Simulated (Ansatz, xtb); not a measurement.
## A ladder of methods for CH2BF (SMILES B[C]F)

The species is CH2BF (5 atoms), meant as a triplet with charge 0. As SMILES, `B[C]F`. The shape is that of a GFN2-xTB optimisation.

```xyz
5

B    -0.5056   -0.2501   -0.1209
C     0.8999    0.1798   -0.2454
F     1.7161    0.8967    0.4901
H    -0.9948   -0.9049   -0.9535
H    -1.1156    0.0785    0.8297
```

Quantity: the energy change with the B1–H4 bond stretched from 1.167 to 1.750 Å, in eV. The values are calculated.

```json
{"level": "GFN-FF", "kind": "force field", "program": "xtb", "value (eV)": "1.24", "less FCI/STO-3G": "-1.09", "CPU time (all runs)": "under 2 s"}
{"level": "UHF/STO-3G", "kind": "Hartree–Fock", "program": "Ansatz", "value (eV)": "3.14", "less FCI/STO-3G": "+0.81", "CPU time (all runs)": "0.33 s"}
{"level": "U-revPBE/STO-3G", "kind": "GGA", "program": "Ansatz", "value (eV)": "2.31", "less FCI/STO-3G": "-0.02", "CPU time (all runs)": "4 s"}
{"level": "U-r2SCAN/STO-3G", "kind": "meta-GGA", "program": "Ansatz", "value (eV)": "2.52", "less FCI/STO-3G": "+0.19", "CPU time (all runs)": "6 s"}
{"level": "UBHLYP/STO-3G", "kind": "global hybrid", "program": "Ansatz", "value (eV)": "2.82", "less FCI/STO-3G": "+0.49", "CPU time (all runs)": "2.7 s"}
{"level": "UCAM-B3LYP/STO-3G", "kind": "range-separated hybrid", "program": "Ansatz", "value (eV)": "2.64", "less FCI/STO-3G": "+0.31", "CPU time (all runs)": "3.2 s"}
{"level": "RPA@PBE/STO-3G", "kind": "RPA", "program": "Ansatz", "value (eV)": "2.31", "less FCI/STO-3G": "-0.02", "CPU time (all runs)": "2.5 s"}
{"level": "UCCSDT(Q)/STO-3G", "kind": "coupled cluster or CI", "program": "Ansatz", "value (eV)": "2.33", "less FCI/STO-3G": "0.00", "CPU time (all runs)": "3.1 s"}
{"level": "FCI/STO-3G", "kind": "exact in the basis", "program": "Ansatz", "value (eV)": "2.33", "less FCI/STO-3G": "0.00", "CPU time (all runs)": "85 s"}
```

FCI/STO-3G is exact within its basis and frozen core, so for wave-function methods in that basis the difference is their error; functionals converge differently with the basis, so for them it is only a difference. The first shape isn't each level's own minimum. The values span 1.24 to 3.14 eV. All rows use very small basis sets, so none should be taken for the real molecule's value. Times are those of the runs behind each value, whatever else they computed, on shared processors of several kinds: orders of magnitude only.
